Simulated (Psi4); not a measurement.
# doublet C3HF− at 3 levels

Aim: a comparison of 3 runs (UHF/3-21G, UB3LYP/6-31G*, UHSE06/def2-SVPD) of doublet C3HF−. 

The calculation is run with Psi4 1.11.

## Step 1: The system as given

C3HF−: 5 atoms, total charge -1, spin state doublet. As SMILES of the parent species, `C#C[C]F`. The shape is that of a GFN2-xTB optimisation. That shape belongs to the parent species and isn't relaxed for this state.

Bond lengths: C1–C2 1.255 Å, C2–C3 1.277 Å, C3–F4 1.301 Å, C1–H5 1.048 Å. Angles: C1–C2–C3 164.9°, C2–C3–F4 148.4°, C2–C1–H5 168.2°.

## Step 2: A single-point energy at UHF/3-21G (run 1)

Contents of calc.py:

```python
import psi4

psi4.set_memory('1600 MB')
psi4.set_num_threads(1)
psi4.core.set_output_file('psi4.out', False)

geom = psi4.geometry("""
-1 2
C      1.37207345     2.01522284    -0.05914843
C      0.01031790     0.07354814    -0.02324363
C     -0.94132927    -2.09714246     0.43153786
F     -2.60995744    -3.81235238    -0.13454850
H      2.16891426     3.82072387    -0.21459730
units bohr
symmetry c1
no_reorient
no_com
""")

psi4.set_options({
    'basis': '3-21G',
    'reference': 'uhf',
    'puream': True,
    'e_convergence': 1e-09,
    'd_convergence': 1e-08,
    'scf_type': 'pk',
    'maxiter': 200,
})

result = psi4.energy("hf", molecule=geom)
print(f'total energy {result:.8f} hartree = {result * 27.211386:.5f} eV')
for k, v in sorted(psi4.core.scalar_variables().items()):
    print(f'{k:45s} {v:18.10f}')
```

Run with:

```bash
$ python calc.py
```

psi4.out:

```text
[...]
  Running in c1 symmetry.
[...]
  Nuclear repulsion =   85.122048359990117
[...]
  Multiplicity = 2
[...]
  Nalpha       = 15
  Nbeta        = 14
[...]
    Number of basis functions: 38
[...]
   @UHF iter   1:  -212.11723731162681   -7.31694e-01   1.01154e-02 ADIIS/DIIS
[...]
   @UHF iter  30:  -212.22028081934926   -1.15676e-11   7.61181e-09 DIIS
[...]
   @S^2 Observed:                8.689381162E-01
[...]
    Orbital Energies [Eh]
    ---------------------
    Alpha Occupied:
       1A    -25.958685     2A    -10.952832     3A    -10.941735
       4A    -10.899041     5A     -1.405563     6A     -0.803265
       7A     -0.686638     8A     -0.530968     9A     -0.481606
      10A     -0.468079    11A     -0.441339    12A     -0.228719
      13A     -0.206023    14A     -0.044388    15A     -0.024234
    Alpha Virtual:
      16A      0.463748    17A      0.507902    18A      0.554401
      19A      0.654274    20A      0.918405    21A      0.960027
      22A      1.165933    23A      1.192752    24A      1.195791
      25A      1.254180    26A      1.292211    27A      1.374343
[...]
  @UHF Final Energy:  -212.22028081934926
   => Energetics <=
    Nuclear Repulsion Energy =             85.1220483599901172
    One-Electron Energy =                -466.8359461211122721
    Two-Electron Energy =                 169.4936169417728991
    Total Energy =                       -212.2202808193492558
  UHF NO Occupations:
  HONO-2 :   13  A 1.9938678
  HONO-1 :   14  A 1.9501943
[...]
 Multipole Moments:
 ------------------------------------------------------------------------------------
     Multipole            Electronic (a.u.)      Nuclear  (a.u.)        Total (a.u.)
 ------------------------------------------------------------------------------------
 L = 1.  Multiply by 2.5417464519 to convert [e a0] to [Debye]
 Dipole X            :         18.6527178          -18.6743302           -0.0216124
 Dipole Y            :         31.4117207          -30.5406764            0.8710443
 Dipole Z            :         -1.1543009            0.6693410           -0.4849599
 Magnitude           :                                                    0.9971817
[...]
```

On the terminal:

```text
total energy -212.22028082 hartree = -5774.80798 eV
CURRENT ENERGY                                   -212.2202808193
CURRENT REFERENCE ENERGY                         -212.2202808193
DD SOLVATION ENERGY                                 0.0000000000
HF KINETIC ENERGY                                 212.0042962138
HF POTENTIAL ENERGY                              -424.2245770331
HF TOTAL ENERGY                                  -212.2202808193
HF VIRIAL RATIO                                     2.0010187747
NUCLEAR REPULSION ENERGY                           85.1220483600
ONE-ELECTRON ENERGY                              -466.8359461211
PCM POLARIZATION ENERGY                             0.0000000000
PE ENERGY                                           0.0000000000
SCF ITERATION ENERGY                             -212.2202808193
SCF ITERATIONS                                     30.0000000000
SCF TOTAL ENERGY                                 -212.2202808193
TWO-ELECTRON ENERGY                               169.4936169418
```

Run time: 0.92 s. Hardware: 1 thread of AMD EPYC 9R45 (Zen 5), shared host; peak memory 0.18 GiB.

## Step 3: Energy and gradient at UB3LYP/6-31G(d) (spherical functions) (run 2)

Contents of job.dat:

```
memory 1600 MB

molecule {
  -1 2
  C      0.726070     1.066410    -0.031300
  C      0.005460     0.038920    -0.012300
  C     -0.498130    -1.109760     0.228360
  F     -1.381130    -2.017410    -0.071200
  H      1.147740     2.021840    -0.113560
  units angstrom
  symmetry c1
}

set {
  basis 6-31G*
  reference uks
  puream true
  e_convergence 1e-09
  d_convergence 1e-08
  scf_type pk
  dft_radial_points 99
  dft_spherical_points 590
  maxiter 200
}

energy_value, wavefunction = gradient('b3lyp', return_wfn=True)
oeprop(wavefunction, 'WIBERG_LOWDIN_INDICES', 'DIPOLE', 'MAYER_INDICES', title='B3LYP')
```

Run with:

```bash
$ psi4 job.dat job.out -n 1
```

job.out:

```text
[...]
  Running in c1 symmetry.
[...]
  Nuclear repulsion =   85.122048341258377
[...]
  Multiplicity = 2
[...]
  Nalpha       = 15
  Nbeta        = 14
[...]
    Number of basis functions: 58
[...]
   @UKS iter   1:  -214.20016997973150   -9.93827e-02   1.27470e-02 DIIS/ADIIS
[...]
   @UKS iter  18:  -214.53279191825553   -7.13385e-12   7.48444e-09 DIIS
[...]
   @S^2 Observed:                7.660772763E-01
[...]
    Orbital Energies [Eh]
    ---------------------
    Alpha Occupied:
       1A    -24.489412     2A     -9.960926     3A     -9.933195
       4A     -9.902911     5A     -1.012616     6A     -0.514656
       7A     -0.419693     8A     -0.334103     9A     -0.257230
      10A     -0.250711    11A     -0.234910    12A     -0.069043
      13A     -0.052878    14A      0.084005    15A      0.094867
    Alpha Virtual:
      16A      0.296968    17A      0.338015    18A      0.381198
      19A      0.441616    20A      0.635102    21A      0.656173
      22A      0.716087    23A      0.746318    24A      0.768282
      25A      0.820047    26A      0.830901    27A      0.922701
[...]
  @UKS Final Energy:  -214.53279191825553
   => Energetics <=
    Nuclear Repulsion Energy =             85.1220483412583775
    One-Electron Energy =                -468.9492446683717617
    Two-Electron Energy =                 191.4247877422858153
    DFT Exchange-Correlation Energy =     -22.1303833334279823
    Empirical Dispersion Energy =           0.0000000000000000
    VV10 Nonlocal Energy =                  0.0000000000000000
    Total Energy =                       -214.5327919182555263
[...]
  -Total Gradient:
     Atom            X                  Y                   Z
    ------   -----------------  -----------------  -----------------
       1       -0.024775979803    -0.023887365872    -0.001940589203
       2        0.022009637452    -0.006477102763     0.024480076001
       3       -0.050771486731     0.015479125005    -0.061590428525
       4        0.054194172035     0.028421223930     0.035235861038
       5       -0.000652083298    -0.013529574855     0.003818311234
[...]
 Multipole Moments:
 ------------------------------------------------------------------------------------
     Multipole            Electronic (a.u.)      Nuclear  (a.u.)        Total (a.u.)
 ------------------------------------------------------------------------------------
 L = 1.  Multiply by 2.5417464519 to convert [e a0] to [Debye]
 Dipole X            :         -3.2611547            2.3765249           -0.8846299
 Dipole Y            :         -4.4102963            3.7947269           -0.6155694
 Dipole Z            :         -0.3573507           -0.0392134           -0.3965641
 Magnitude           :                                                    1.1483722
[...]
```

Wall time 11 s (1 thread of AMD EPYC 9R45 (Zen 5), shared host); peak memory 0.63 GiB.

## Step 4: The energy at UHSE06/def2-SVPD (run 3)

Contents of calc.inp:

```
memory 1.6 GB

molecule {
  -1 2
  C      1.37207345     2.01522284    -0.05914843
  C      0.01031790     0.07354814    -0.02324363
  C     -0.94132927    -2.09714246     0.43153786
  F     -2.60995744    -3.81235238    -0.13454850
  H      2.16891426     3.82072387    -0.21459730
  units au
  symmetry c1
  no_reorient
  no_com
}

set basis def2-SVPD
set reference uks
set puream true
set e_convergence 1e-09
set d_convergence 1e-08
set scf_type pk
set dft_radial_points 99
set dft_spherical_points 590
set maxiter 200

e_tot, wfn = energy('hse06', return_wfn=True)
```

Run with:

```bash
$ psi4 calc.inp calc.out -n 1
```

calc.out:

```text
[...]
  Running in c1 symmetry.
[...]
  Nuclear repulsion =   85.122048359990117
[...]
  Multiplicity = 2
[...]
  Nalpha       = 15
  Nbeta        = 14
[...]
    Number of basis functions: 91
[...]
   @UKS iter   1:  -213.83347517612106   -6.92581e-02   8.36969e-03 ADIIS/DIIS
[...]
   @UKS iter  20:  -214.20381041021994   -1.23350e-11   7.23086e-09 DIIS
[...]
   @S^2 Observed:                7.717313474E-01
[...]
    Orbital Energies [Eh]
    ---------------------
    Alpha Occupied:
       1A    -24.600055     2A    -10.041823     3A    -10.005045
       4A     -9.983958     5A     -1.049970     6A     -0.553575
       7A     -0.458091     8A     -0.375495     9A     -0.295651
      10A     -0.291156    11A     -0.277252    12A     -0.109240
      13A     -0.092011    14A      0.043624    15A      0.055514
    Alpha Virtual:
      16A      0.172088    17A      0.189897    18A      0.241210
      19A      0.263400    20A      0.274215    21A      0.284939
      22A      0.297657    23A      0.310796    24A      0.347735
      25A      0.370654    26A      0.376014    27A      0.388585
[...]
  @UKS Final Energy:  -214.20381041021994
   => Energetics <=
    Nuclear Repulsion Energy =             85.1220483599901172
    One-Electron Energy =                -467.6021941635653434
    Two-Electron Energy =                 189.2053460768701143
    DFT Exchange-Correlation Energy =     -20.9290106835148215
    Empirical Dispersion Energy =           0.0000000000000000
    VV10 Nonlocal Energy =                  0.0000000000000000
    Total Energy =                       -214.2038104102199441
[...]
 Multipole Moments:
 ------------------------------------------------------------------------------------
     Multipole            Electronic (a.u.)      Nuclear  (a.u.)        Total (a.u.)
 ------------------------------------------------------------------------------------
 L = 1.  Multiply by 2.5417464519 to convert [e a0] to [Debye]
 Dipole X            :         18.6097531          -18.6743302           -0.0645772
 Dipole Y            :         31.2843044          -30.5406764            0.7436280
 Dipole Z            :         -1.1248663            0.6693410           -0.4555253
 Magnitude           :                                                    0.8744462
[...]
```

Run time: 33 s. Hardware: 1 thread of AMD EPYC 9R45 (Zen 5), shared host; peak memory 0.75 GiB.

## Step 5: All runs side by side

```
run                                level      task         integration grid  energy (Eh)  HOMO energy (eV)  LUMO energy (eV)   ⟨S²⟩  wall time
  1                            UHF/3-21G    energy                        –  -212.220281              0.64             10.48  0.869     0.92 s
  2  UB3LYP/6-31G* (spherical functions)  gradient  99 radial × 590 angular  -214.532792              2.95              5.41  0.766       11 s
  3                     UHSE06/def2-SVPD    energy  99 radial × 590 angular  -214.203810              1.92              4.01  0.772       33 s
```

## Step 6: Outcome

| quantity | value |
| --- | --- |
| run 3: total energy | -214.20381 Eh |
| run 3: HOMO energy (highest over α and β) | 1.92 eV |
| run 3: LUMO energy (lowest over α and β) | 4.01 eV |
| run 3: ⟨S²⟩ | 0.772 |

What this shows: Totals of different functionals can't be ranked against each other. In runs 1, 2, 3 the HOMO lies above zero, so the outermost electron may be held by the basis alone. Spin contamination of the reference: run 1 ⟨S²⟩ = 0.87. All runs together took 44 s, the longest 33 s.
